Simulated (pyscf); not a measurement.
Homolytic dissociation enthalpies at 298 K of Ge–S, Ge–Se, Ge–Te, Si–Te, S–Si bonds in 6 gas-phase molecules, in kJ/mol. Structures and frequencies: ωB97X-D3(BJ)/def2-SVP in PySCF. Both columns use the same structures and thermal terms. Rows were drawn at random from the closed-shell molecules with such a bond whose radicals are computed, keep their shape and have no isomer in the data more than 5 kcal/mol lower.

```json
[
 {"row": "1", "molecule": "H₃Si–Te–Ge(Cl)(Cl)–Cl", "radicals": "H₃Si–Te• + Cl–Ge•(Cl)–Cl", "PBE/def2-TZVP": "222.7", "ωB97M-D3(BJ)/def2-TZVP": "234.7"},
 {"row": "2", "molecule": "H₃Ge–Te–GeH₃", "radicals": "GeH₃• + H₃Ge–Te•", "PBE/def2-TZVP": "255.1", "ωB97M-D3(BJ)/def2-TZVP": "248.7"},
 {"row": "3", "molecule": "H₃Si–S–Ge(Cl)(Cl)–Cl", "radicals": "H₃Si–S• + Cl–Ge•(Cl)–Cl", "PBE/def2-TZVP": "281.0", "ωB97M-D3(BJ)/def2-TZVP": "308.9"},
 {"row": "4", "molecule": "H₃Si–Si(SiH₃)(SiH₃)–TeH", "radicals": "H₃Si–Si•(SiH₃)–SiH₃ + TeH•", "PBE/def2-TZVP": "253.9", "ωB97M-D3(BJ)/def2-TZVP": "?"},
 {"row": "5", "molecule": "H₃Si–Se–Ge(Cl)(Cl)–Cl", "radicals": "H₃Si–Se• + Cl–Ge•(Cl)–Cl", "PBE/def2-TZVP": "255.2", "ωB97M-D3(BJ)/def2-TZVP": "272.8"},
 {"row": "6", "molecule": "H₃Si–S–Sn(Cl)(Cl)–Cl", "radicals": "SiH₃• + •S–Sn(Cl)(Cl)–Cl", "PBE/def2-TZVP": "354.9", "ωB97M-D3(BJ)/def2-TZVP": "379.7"}
]
```

Q: Fit a line that carries the PBE values to the last column and predict row 4.

A: In the 5 complete rows the last column lies -6.4 to 27.9 kJ/mol from PBE (mean 15.2, median 17.6). Least squares gives y = -23.1 + 1.14·x with residuals of 10.4 kJ/mol (root mean square). For row 4: -23.1 + 1.14 × 253.9 = 266.3 kJ/mol. The computed value is 256.3 kJ/mol, 10.0 under the line. Left out: the spin-orbit lowering of TeH, which is large for Br, Se, Te and I. Elements up to Kr have no core potential and no relativistic terms here. Elements past Kr carry the def2 core potentials, without spin-orbit coupling.
